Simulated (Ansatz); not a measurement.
**HPN, quartet: the ladder up to full CI**

Geometry: that of the HPN, doublet, kept fixed. The doublet lies 3.4 eV lower here.

```xyz
3

N     0.0000    0.0742    1.0838
P     0.0000   -0.0767   -0.4631
H     0.0000    1.3249   -0.8309
```

Basis 6-31G; Ansatz 0.2.0. Only valence electrons are correlated (noble-gas cores frozen), which leaves 11 electrons in 18 orbitals. R marks a restricted (for open shells ROHF) determinant, U an unrestricted one. Active spaces: valence = (11e, 9o) chosen from the atoms' valence shells.

Full CI is exact within this basis and frozen core; it isn't the basis-set limit. The frozen core follows each run's orbitals, which can shift R against U totals by a few meV.

For open shells CISD and CISDTQ are restricted-active-space CI with the open shells as a complete middle space.

* UHF ⟨S²⟩: 3.772
* T1 diagnostic (RCCSD): 0.0331
* largest doubles amplitude (RCCSD): 0.041
* T1 diagnostic (UCCSD): 0.0244

```tsv
level	E − E(full CI) (kJ/mol)	share of correlation (%)	wall time
RHF	328.4	0.00	–
UHF	311.7	5.07	–
RMP2	72.7	77.86	–
UMP2	69.7	78.78	–
CISD	22.4	93.18	0.85 s
RCCSD	7.0	97.88	–
UCCSD	6.8	97.93	–
RCCSD(T)	1.9	99.43	1.4 s
UCCSD(T)	1.9	99.44	1.2 s
BCCD(T)	2.0	99.39	1.2 s
RCCSDT	0.5	99.84	–
UCCSDT	0.4	99.87	–
CISDTQ	0.6	99.83	7 s (H100)
RCCSDT(Q)	0.1	99.98	3.9 s
UCCSDT(Q)	0.0	100.01	3 s
RCCSDTQ	0.0	100.00	24 s (H100)
UCCSDTQ	-0.1	100.02	24 s (H100)
CASSCF (valence space)	194.1	40.89	–
NEVPT2 (valence space)	45.2	86.24	1.7 s
MRCISD (valence space)	8.9	97.28	–
MRCISD+Q (valence space)	2.5	99.24	3.5 s
```

The correlation energy at full CI, counted from RHF, is -3.403 eV. That run took 20 s on 2 threads of AMD EPYC 7R13 with a shared H100 80 GB, shared host over 48,686,976 determinants.

Times hold each run's SCF and search for its determinant on a shared host, so for small cases they say little of a method's own cost; rows without a card ran on 1 thread of AMD EPYC 7R13. Some runs computed forces too.

The full-CI state has the irrep A' of Cs, in the program's axes.

Natural occupations of full CI about the gap: 1.985 1.975 1.962 1.954 1.002 1.000 0.991 0.041 0.036 0.015; effectively unpaired electrons, Σ n²(2−n)², 3.03.
